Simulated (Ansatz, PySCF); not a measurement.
butadiene cation (C4H6), SMILES C(C=C)=C (connectivity only; charge and spin as stated), charge +1, multiplicity 2. Atoms are numbered in the order given.

```xyz
10

C      0.1046    -1.8538     0.0000
C     -0.4160    -0.5671     0.0000
C      0.4160     0.5671     0.0000
C     -0.1046     1.8538     0.0000
H      1.1865    -2.0267     0.0000
H     -0.5523    -2.7294     0.0000
H     -1.5036    -0.4300     0.0000
H      1.5036     0.4300     0.0000
H      0.5523     2.7294     0.0000
H     -1.1865     2.0267     0.0000
```
Charge +1, spin multiplicity 2.

Geometry optimised at PBE0-D3(BJ)/def2-SVP. The multiplicity is an assumed one; other spin states were not compared. Other conformers were not sampled.

Two levels are set side by side: PBE-D3(BJ)/def2-SVP (Ansatz, a quantum-chemistry and plane-wave program) and PBE0-D3(BJ)/def2-SVP (Ansatz). Each level has its own optimised geometry; the coordinates shown are those of the second. Frequencies come from the Hessian of PySCF at each geometry. Differences are taken from unrounded values.

```
quantity                            PBE0-D3(BJ)
----------------------------------  -----------
mean bond length (Å)                      1.195
bond C1–C2 (Å)                            1.388
bond C2–C3 (Å)                            1.407
bond C3–C4 (Å)                            1.388
bond C1–H5 (Å)                            1.096
bond C1–H6 (Å)                            1.095
bond C2–H7 (Å)                            1.096
bond C3–H8 (Å)                            1.096
bond C4–H9 (Å)                            1.095
bond C4–H10 (Å)                           1.096
highest harmonic wavenumber (cm⁻¹)         3293
mean harmonic wavenumber (cm⁻¹)            1545
zero-point energy (kcal/mol)              53.00
```

Q: What does PBE-D3(BJ) give, and how far is it from PBE0-D3(BJ)? (The exact figures need the calculation; the answer reports its results.)

A: 
| quantity | PBE-D3(BJ) | PBE-D3(BJ) minus PBE0-D3(BJ) |
|---|---|---|
| mean bond length (Å) | 1.204 | 0.009 |
| bond C1–C2 (Å) | 1.397 | 0.009 |
| bond C2–C3 (Å) | 1.418 | 0.011 |
| bond C3–C4 (Å) | 1.397 | 0.009 |
| bond C1–H5 (Å) | 1.104 | 0.008 |
| bond C1–H6 (Å) | 1.103 | 0.008 |
| bond C2–H7 (Å) | 1.105 | 0.008 |
| bond C3–H8 (Å) | 1.105 | 0.008 |
| bond C4–H9 (Å) | 1.103 | 0.008 |
| bond C4–H10 (Å) | 1.104 | 0.008 |
| highest harmonic wavenumber (cm⁻¹) | 3198 | -95 |
| mean harmonic wavenumber (cm⁻¹) | 1495 | -50 |
| zero-point energy (kcal/mol) | 51.28 | -1.72 |

GGA bonds tend to be longer and softer than those of functionals with exact exchange. Differences between two approximate levels are no errors against the true value.
